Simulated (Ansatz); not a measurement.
# SiPH₂ (quartet): wave-function methods side by side, cc-pVTZ

Aim: climb from Hartree-Fock through coupled cluster for SiPH₂ (quartet) at one geometry and basis, and see what each rung misses.

The runs use Ansatz 0.2.0, Gaussian basis; cc-pVTZ, core rule «outside noble gas», up to 10 orbitals frozen.

Plan: UHF; CCSD(T) on ROHF; CCSD(T) on UHF; BCCD(T) on ROHF; CCSDT(Q) on ROHF; CCSDT(Q) on UHF.

9 further runs of the same task are left out: 4 for a known fault of the program, 5 set aside as unsound or not needed.

## Step 1: The geometry

The geometry is a PBE0/def2-TZVP stationary point (not a proven minimum) of the parent state, kept for this charge and spin.

4 atoms, charge 0, spin multiplicity 4.

Atoms are counted from 1 here; the program's logs count them from 0.

Bond lengths: Si1–P2 2.059 Å, Si1–H3 1.485 Å, Si1–H4 1.485 Å. Angles: P2–Si1–H3 124.2°, P2–Si1–H4 124.2°, H3–Si1–H4 111.6°.

## Step 2: UHF

Contents of in.yaml:

```yaml
crystal:
  periodic: [false, false, false]
  atoms:
    - {symbol: Si, position_ang: [0.000000, 0.000000, 1.016675]}
    - {symbol: P, position_ang: [0.000000, 0.000000, -1.042393]}
    - {symbol: H, position_ang: [0.000000, 1.227985, 1.851803]}
    - {symbol: H, position_ang: [0.000000, -1.227985, 1.851803]}
basis:
  gaussian: {orbitals: cc-pVTZ}
magnetization: {spin_polarized: true, initial_magnetization: 3}
hamiltonian: {xc: hf}
output: {orbitals: {seedname: orbitals}}
```

On the command line:

```sh
> ansatz run in.yaml --threads 1 --pin off --events-out ev --progress --plain --max-ram 2560MiB --backend cpu
```

The runs that follow: CCSD(T) on ROHF; CCSD(T) on UHF; BCCD(T) on ROHF; CCSDT(Q) on ROHF; CCSDT(Q) on UHF.

**Question.** What will the summary of the whole plan be? Wanted: UCCSDT(Q) below the RHF energy; RMP2 from UCCSDT(Q); UMP2 from UCCSDT(Q); RCCSD from UCCSDT(Q); RCCSD(T) from UCCSDT(Q); UCCSD(T) from UCCSDT(Q); RCCSDT(Q) from UCCSDT(Q); T1 diagnostic.

As calculated:

| quantity | value |
| --- | --- |
| UCCSDT(Q) below the RHF energy | -7.2699 eV |
| RMP2 from UCCSDT(Q) | +1347.0 meV |
| UMP2 from UCCSDT(Q) | +1423.5 meV |
| RCCSD from UCCSDT(Q) | +336.1 meV |
| RCCSD(T) from UCCSDT(Q) | +58.1 meV |
| UCCSD(T) from UCCSDT(Q) | +58.3 meV |
| RCCSDT(Q) from UCCSDT(Q) | +2.3 meV |
| levels within 1 kcal/mol (43 meV) | RCCSDT, UCCSDT, RCCSDT(Q) |
| T1 diagnostic | 0.021 |

**Reading.** RCCSD(T) lands +58.1 meV from the yardstick (0.8 % of the correlation energy). These misses are within one basis, not against nature; the frozen cores of restricted and unrestricted runs differ, which can shift their rows.
